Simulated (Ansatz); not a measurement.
Wavefunction ladder for `CC(=O)C(F)F`

```xyz
10

C    -0.6755   -0.1254    1.1011
C     0.4429    0.4282    0.2793
O     1.2814    1.1898    0.6792
C     0.5037   -0.0292   -1.1841
F     0.6322   -1.3774   -1.2288
F    -0.6547    0.2938   -1.8081
H    -0.6164    0.2634    2.1153
H    -0.6218   -1.2172    1.1095
H    -1.6338    0.1407    0.6477
H     1.3418    0.4333   -1.7110
```

The species carries charge 0 and has multiplicity 1. All single points use the PBE0-D4/def2-TZVP geometry. It is one conformer, not always the lowest. Frozen core, restricted reference, the Gaussian-basis code of Ansatz. CBS rows extrapolate triple and quadruple zeta; past MP2 they add the triple-zeta difference.

```
     basis     HF (Eh)  MP2 corr.
  def2-SVP  -389.36076   -0.94599
def2-TZVPP  -389.83411   -1.21147
def2-QZVPP  -389.85126   -1.31031
```

Question: Estimate the CCSD correlation energy and the (T) correction in each basis where they were run (hartree).

Answer: 
```json
{"basis": "def2-SVP", "CCSD corr.": "-0.98131", "(T)": "-0.02555"}
{"basis": "def2-TZVPP", "CCSD corr.": "-1.23381", "(T)": "-0.04590"}
{"basis": "CBS(def2)", "CCSD corr.": "-1.40587", "(T)": "as TZ"}
```
